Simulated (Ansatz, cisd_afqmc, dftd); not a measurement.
Species: OCl, charge 0, doublet. OCl (SMILES Cl[O], doublet).
B3LYP-D3(BJ)/def2-TZVP minimum from Ansatz (a quantum-chemistry and plane-wave program):
```
Cl
O 1 1.5797
```
Charge 0, spin multiplicity 2.

Quantity: atomisation energy (electronic, to ground-state atoms), in kJ/mol. Radicals and triplets start from unrestricted determinants; spin-orbit coupling is neglected. Cores are frozen in correlated methods. Rows without X2C or -DK are non-relativistic. AFQMC/CISD: phaseless, guided by CISD from CCSD amplitudes; bars are statistical, one sigma. Outlying blocks are dropped, and bars are widened where a walk drifts. Over all cases where full CI ran beside it in this data, AFQMC minus full CI had a median of +0.1 mEh and passed +0.4 mEh in a tenth of the cases. CBS(X,Y): correlation extrapolated as X^-3, Hartree-Fock from the larger set (Q,5: extrapolated as (X+1)exp(-9√X)). A bracket is a step between two methods taken in the basis named. The functionals are non-relativistic, so their misses hold any scalar relativity. Double hybrids freeze cores in their MP2 part. 'core' is core correlation in cc-pwCVTZ (1s frozen past Ne), 'X2C' scalar relativity in cc-pVTZ-DK, both at CCSD(T).

| level | program | atomisation energy (kJ/mol) | difference against the last row |
|---|---|---|---|
| B2GP-PLYP-D4/def2-TZVPD | Ansatz + dftd4 | 251.7 | -22.2 |
| MP2/aug-cc-pV(T+d)Z | Ansatz | 249.8 | -24.1 |
| MP2/CBS(cc-pV(T+d)Z,cc-pV(Q+d)Z) | Ansatz | 266.3 | -7.6 |
| CCSD/cc-pV(D+d)Z | Ansatz | 165.7 | -108.2 |
| CCSDT(Q)/cc-pV(D+d)Z | Ansatz | 184.4 | -89.5 |
| AFQMC/CISD/aug-cc-pV(D+d)Z | cisd_afqmc | 215.8 ± 1.2 | -58.1 |
| CCSD(T)/CBS(cc-pV(Q+d)Z,cc-pV(5+d)Z) + [AFQMC/CISD - CCSD(T)]/cc-pV(D+d)Z + core + X2C | Ansatz + cisd_afqmc | 273.4 ± 1.4 | -0.5 |
| CCSD(T)/CBS(cc-pV(Q+d)Z,cc-pV(5+d)Z) + [AFQMC/CISD - CCSD(T)]/cc-pV(Q+d)Z + core + X2C | Ansatz + cisd_afqmc | 273.3 ± 0.7 | -0.6 |
| CCSD(T)/CBS(cc-pV(Q+d)Z,cc-pV(5+d)Z) + [CCSDT(Q) - CCSD(T)]/cc-pV(Q+d)Z + [CCSDTQ - CCSDT(Q)]/cc-pV(D+d)Z + core + X2C | Ansatz | 273.9 | 0.0 |
